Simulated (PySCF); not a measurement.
Cl (SMILES [Cl-]), charge -1, singlet; MP2/def2-SV(P) run with PySCF.

The PySCF input:
```python
from pyscf import gto, scf, mp

mol = gto.M(
    atom='''
Cl    0.00000000    0.00000000    0.00000000
''',
    basis='def2-sv(p)',
    charge=-1,
    verbose=5,
)

mf = scf.RHF(mol)
mf.kernel()

pt = mp.MP2(mf)
pt.kernel()
print('E(MP2) = %.10f' % pt.e_tot)
mf.analyze()
```

Task: Predict the main parts of the log of this PySCF run.

Result: 
```
PySCF version 2.14.0

[INPUT] verbose = 5
[INPUT] max_memory = 4000
[INPUT] num. atoms = 1
[INPUT] num. electrons = 18
[INPUT] charge = -1
[INPUT] spin (= nelec alpha-beta = 2S) = 0
[INPUT] symmetry False subgroup None
[INPUT] Mole.unit = angstrom
[INPUT] Symbol           X                Y                Z      unit          X                Y                Z       unit  Magmom
[...]
[INPUT] ---------------- BASIS SET ----------------
[INPUT] l, kappa, [nprim/nctr], expnt,             c_1 c_2 ...
[INPUT] Cl
[...]
                                1571.7365221      0.014754727977
                                357.12065523      0.066679112875
                                100.25185935      0.17228924084
                                30.812727554      0.158837861
[...]
                                5.7045760975      0.60841752753
                                2.3508376809      0.54352153355
[...]
                                72.102015515      -0.063563355471
                                22.532680262      -0.24016428276
                                7.8991765444      -0.47798866557
                                2.8767268321      -0.38515850005
[...]
nuclear repulsion = 0
number of shells = 8
number of NR pGTOs = 36
number of NR cGTOs = 18
basis = def2-sv(p)
ecp = {}

******** <class 'pyscf.scf.hf.RHF'> ********
method = RHF
initial guess = minao
damping factor = 0
level_shift factor = 0
DIIS = <class 'pyscf.scf.diis.CDIIS'>
diis_start_cycle = 1
diis_space = 8
diis_damp = 0
SCF conv_tol = 1e-09
SCF conv_tol_grad = None
SCF max_cycles = 50
direct_scf = True
direct_scf_tol = 1e-13
Set gradient conv threshold to 3.16228e-05
Initial guess from minao.
E1 = -634.3729318583779  E2 = 175.29669966478883  Ecoul = 202.59817704040253  Exc = -27.3014773756137
init E= -459.076232193589
cond(S) = 18.683059405053985
[...]
  mo_energy =
[-104.85763663  -10.6207672    -8.09151981   -8.09151981   -8.09151981
   -1.07814109   -0.4316454    -0.4316454    -0.4316454     0.60717605
    0.99459194    0.99459194    0.99459194    0.99459194    0.99459194
    1.08930378    1.08930378    1.08930378]
E1 = -644.637439032857  E2 = 185.29511096458182  Ecoul = 213.33226672699857  Exc = -28.037155762416745
cycle= 1 E= -459.342328068275  delta_E= -0.266  |g|= 0.337  |ddm|= 0.445
[...]
  mo_energy =
[-1.04139222e+02 -9.94995945e+00 -7.41910699e+00 -7.41910699e+00
 -7.41910699e+00 -5.97993665e-01 -3.22456507e-02 -3.22456507e-02
 -3.22456507e-02  1.01902088e+00  1.50133458e+00  1.50133458e+00
  1.50133458e+00  1.50133458e+00  1.50133458e+00  1.55177516e+00
  1.55177516e+00  1.55177516e+00]
E1 = -641.6637849867817  E2 = 182.29415936099358  Ecoul = 210.11813140795368  Exc = -27.823972046960108
cycle= 2 E= -459.369625625788  delta_E= -0.0273  |g|= 0.0928  |ddm|= 0.597
[...]
  mo_energy =
[-1.04373682e+02 -1.01308208e+01 -7.60479756e+00 -7.60479756e+00
 -7.60479756e+00 -6.59811222e-01 -8.52943291e-02 -8.52943291e-02
 -8.52943291e-02  9.78169887e-01  1.43177295e+00  1.43177295e+00
  1.43177295e+00  1.43177295e+00  1.43177295e+00  1.49511893e+00
  1.49511893e+00  1.49511893e+00]
E1 = -642.2418920089958  E2 = 182.87065661551063  Ecoul = 210.73839324230408  Exc = -27.86773662679346
cycle= 3 E= -459.371235393485  delta_E= -0.00161  |g|= 0.00382  |ddm|= 0.0965
[...]
  mo_energy =
[-1.04372908e+02 -1.01329351e+01 -7.60703025e+00 -7.60703025e+00
 -7.60703025e+00 -6.60887159e-01 -8.69370105e-02 -8.69370105e-02
 -8.69370105e-02  9.78059935e-01  1.43000127e+00  1.43000127e+00
  1.43000127e+00  1.43000127e+00  1.43000127e+00  1.49410962e+00
  1.49410962e+00  1.49410962e+00]
E1 = -642.2466809762037  E2 = 182.87544088871755  Ecoul = 210.74367285874814  Exc = -27.868231970030592
cycle= 4 E= -459.371240087486  delta_E= -4.69e-06  |g|= 0.000629  |ddm|= 0.0083
[...]
  mo_energy =
[-1.04372920e+02 -1.01328602e+01 -7.60701451e+00 -7.60701451e+00
 -7.60701451e+00 -6.60695615e-01 -8.69454777e-02 -8.69454777e-02
[...]
converged SCF energy = -459.371240241689
E(RMP2) = -459.509534370586  E_corr = -0.138294128897082
E(SCS-RMP2) = -459.504695565661  E_corr = -0.133455323972693
E(MP2) = -459.5095343706
Total Energy =                        -459.371240241688611
[...]
0 Cl 3dxy        0.00000   0.00000   0.00000   0.00000   0.00000
0 Cl 3dyz        0.00000   0.00000  -0.00000  -0.00000  -0.00000
0 Cl 3dz^2      -0.00000  -0.00000   0.00000   0.00000  -0.00000
0 Cl 3dxz       -0.00000  -0.00000  -0.00000   0.00000  -0.00000
0 Cl 3dx2-y2    -0.00000  -0.00000  -0.00000  -0.00000   0.00000
               #6        #7        #8        #9        #10
0 Cl 1s          0.00074  -0.00000  -0.00000  -0.00000   0.00065
0 Cl 2s          0.02134  -0.00000   0.00000  -0.00000  -0.00198
0 Cl 3s          0.99854   0.00000  -0.00000  -0.00000   0.04965
0 Cl 4s          0.04960   0.00000   0.00000   0.00000  -0.99876
0 Cl 2px         0.00000  -0.00105   0.00210   0.00031  -0.00000
0 Cl 2py         0.00000  -0.00005  -0.00037   0.00234  -0.00000
0 Cl 2pz        -0.00000   0.00213   0.00103   0.00021   0.00000
0 Cl 3px         0.00000  -0.44360   0.88564   0.13023   0.00000
0 Cl 3py         0.00000  -0.02135  -0.15577   0.98660   0.00000
0 Cl 3pz         0.00000   0.89491   0.43529   0.08809   0.00000
0 Cl 4px         0.00000  -0.01930   0.03853   0.00567  -0.00000
0 Cl 4py         0.00000  -0.00093  -0.00678   0.04292  -0.00000
0 Cl 4pz        -0.00000   0.03893   0.01894   0.00383   0.00000
0 Cl 3dxy        0.00000   0.00000  -0.00000   0.00000   0.00000
0 Cl 3dyz       -0.00000   0.00000  -0.00000  -0.00000  -0.00000
0 Cl 3dz^2       0.00000   0.00000   0.00000  -0.00000   0.00000
0 Cl 3dxz        0.00000   0.00000   0.00000   0.00000   0.00000
0 Cl 3dx2-y2    -0.00000  -0.00000   0.00000   0.00000  -0.00000
               #11       #12       #13       #14       #15
0 Cl 1s         -0.00000  -0.00000  -0.00000  -0.00000  -0.00000
0 Cl 2s          0.00000  -0.00000  -0.00000  -0.00000  -0.00000
0 Cl 3s         -0.00000  -0.00000   0.00000  -0.00000  -0.00000
0 Cl 4s          0.00000  -0.00000   0.00000   0.00000   0.00000
0 Cl 2px         0.00000   0.00000  -0.00000  -0.00000  -0.00000
0 Cl 2py        -0.00000   0.00000  -0.00000   0.00000   0.00000
0 Cl 2pz         0.00000   0.00000  -0.00000   0.00000   0.00000
0 Cl 3px         0.00000   0.00000   0.00000  -0.00000  -0.00000
0 Cl 3py        -0.00000   0.00000   0.00000  -0.00000   0.00000
0 Cl 3pz         0.00000  -0.00000  -0.00000  -0.00000  -0.00000
0 Cl 4px        -0.00000   0.00000   0.00000   0.00000  -0.00000
0 Cl 4py         0.00000  -0.00000  -0.00000   0.00000   0.00000
0 Cl 4pz        -0.00000   0.00000   0.00000  -0.00000   0.00000
0 Cl 3dxy        0.08144  -0.22700   0.95896   0.05791  -0.13745
0 Cl 3dyz       -0.44528   0.80933   0.27141  -0.09815   0.25183
0 Cl 3dz^2       0.00192  -0.01142  -0.00110   0.91700   0.39871
0 Cl 3dxz        0.89012   0.40430   0.05181  -0.07854   0.18808
0 Cl 3dx2-y2    -0.05274  -0.36037   0.06367  -0.37410   0.85050
               #16       #17       #18
0 Cl 1s          0.00000  -0.00000   0.00000
0 Cl 2s          0.00000  -0.00000  -0.00000
0 Cl 3s          0.00000   0.00000  -0.00000
0 Cl 4s          0.00000   0.00000  -0.00000
0 Cl 2px         0.00000   0.00098  -0.00009
0 Cl 2py         0.00094  -0.00003  -0.00029
0 Cl 2pz         0.00029   0.00009   0.00094
0 Cl 3px         0.00003   0.04326  -0.00415
0 Cl 3py         0.04148  -0.00126  -0.01290
0 Cl 3pz         0.01296   0.00395   0.04130
0 Cl 4px        -0.00061  -0.99449   0.09538
0 Cl 4py        -0.95361   0.02902   0.29649
0 Cl 4pz        -0.29790  -0.09086  -0.94927
0 Cl 3dxy       -0.00000   0.00000   0.00000
0 Cl 3dyz       -0.00000   0.00000   0.00000
0 Cl 3dz^2       0.00000   0.00000  -0.00000
0 Cl 3dxz       -0.00000  -0.00000  -0.00000
0 Cl 3dx2-y2     0.00000  -0.00000   0.00000
 ** Mulliken pop on meta-lowdin orthogonal AOs  **
 ** Mulliken pop  **
[...]
 ** Mulliken atomic charges  **
charge of    0Cl =     -1.00000

WARN: System has nonzero charge -1; the dipole moment is origin-dependent.
Location of origin: [0. 0. 0.]

Dipole moment(X, Y, Z, Debye): -0.00000, -0.00000, -0.00000
```
